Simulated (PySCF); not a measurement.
Compound: C2H4Cl (doublet state).
SMILES with atom numbers: `[CH2:1][CH2:2][Cl:3]` (hydrogens: H4, H5 on C1; H6, H7 on C2)

Cartesian coordinates in Å at the GFN2-xTB level; atoms count from 1:
```xyz
7
C2H4Cl angstrom
C     -0.8808   -0.1482   -0.0014
C      0.4629    0.2970    0.1738
Cl     1.6042   -0.8004   -0.8896
H     -1.2599   -0.9731    0.5724
H     -1.4640    0.1944   -0.8358
H      0.6725    1.2884   -0.2162
H      0.8684    0.1468    1.1698
```

The hyperfine couplings belong to this conformer and change with its torsions.

Method: PySCF 2.14.0, UKS B3LYP, pcH-1 on C Cl H, non-relativistic, mean-field spin-orbit, GIAO. Geometry: GFN2-xTB; no solvent, vibrations or thermal averaging. Couplings are sensitive to structure, and on GFN2-xTB geometries they can be far from those on DFT ones.

(1) Where do the isotropic ENDOR lines of C1, C2, H4/H5, H6/H7 and Cl3 fall at 3358.0 mT, to first order?

(2) Which pairs are centred on the nuclear Larmor frequency, and which on half the coupling?

(3) At what field would the lower line of H6/H7 fall to zero frequency?

Results:

(1) For S = 1/2 in fast tumbling each set of equivalent nuclei gives two lines, ν± = |νn ± a/2| to first order, with νn = g_N μN B/h and μN/h = 7.62259 MHz/T.

```
nuclei  isotope     g_N  νn (MHz)  a_iso (MHz)  lower line (MHz)  upper line (MHz)
    C1      13C  1.4048     35.96        82.72              5.40             77.32
    C2      13C  1.4048     35.96        -4.33             33.79             38.12
 H4/H5       1H  5.5857    142.98       -56.22            114.87            171.08
 H6/H7       1H  5.5857    142.98        21.68            132.13            153.82
   Cl3     35Cl  0.5479     14.02        50.83             11.39             39.44
```

The rows for 13C, of low natural abundance, apply to labelled samples.

(2) Centred on νn, since |a| < 2νn: C2, H4/H5 and H6/H7. Centred on |a|/2 and split by 2νn: C1 and Cl3.

(3) Where νn = |a|/2, that is B = 10.84 MHz/(5.5857 × 7.62259 MHz/T) = 255 mT, as far as first order holds there.

Class means assume fast exchange of nuclei equivalent by connectivity; if that motion is slow, each nucleus keeps its own coupling.

Main isotope only: 35Cl (natural samples also hold 24 % 37Cl, magnetic too, which adds its own pattern).
